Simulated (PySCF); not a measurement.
Frontier levels across methods

Compound: oxalyl dichloride, C₂Cl₂O₂.
Atom-mapped SMILES: `[O:1]=[C:2]([Cl:3])[C:4](=[O:5])[Cl:6]`

Geometry (PBE0-D3(BJ)/def2-SVP, Å), atoms numbered from 1 in this order:
```xyz
6
C2Cl2O2 angstrom
O     -0.9919    1.4027   -0.2311
C     -0.7115    0.2770   -0.0139
Cl    -1.8750   -0.9773    0.3262
C      0.7359   -0.2756    0.0094
O      1.0204   -1.3923    0.2644
Cl     1.8956    0.9675   -0.3825
```

Basis pcSseg-2 throughout (PySCF), one geometry. Geometry: PBE0-D3(BJ)/def2-SVP, one conformer, isolated molecule.

Problem. How do the orbital energies, the gap and the dipole change with the method?

Solution. 
```tsv
method	kind	HOMO (eV)	LUMO (eV)	gap (eV)	μ (D)	SCF cycles
B97-D	GGA	-7.46	-4.45	3.01	0.03	16
KT2	GGA	-7.61	-4.49	3.12	0.03	17
KT3	GGA	-7.62	-4.48	3.14	0.03	16
B3LYP	global hybrid	-8.73	-3.80	4.94	0.04	15
PBE0	global hybrid	-8.99	-3.57	5.42	0.04	14
mPW1PW91	global hybrid	-9.03	-3.59	5.43	0.04	14
```

The HOMO spans 1.56 eV, from B97-D down to mPW1PW91, and the gap runs from 3.01 eV (B97-D) to 5.43 eV (mPW1PW91). Over the methods B97-D (0 %), KT2 (0 %), KT3 (0 %), B3LYP (20 %), PBE0 (25 %), mPW1PW91 (25 %), a straight line through the gap against the share of exact exchange rises by 0.93 eV for each 10 % (correlation coefficient 0.999). The dipole ranges from 0.03 D (KT3) to 0.04 D (B3LYP). This basis has no diffuse functions.
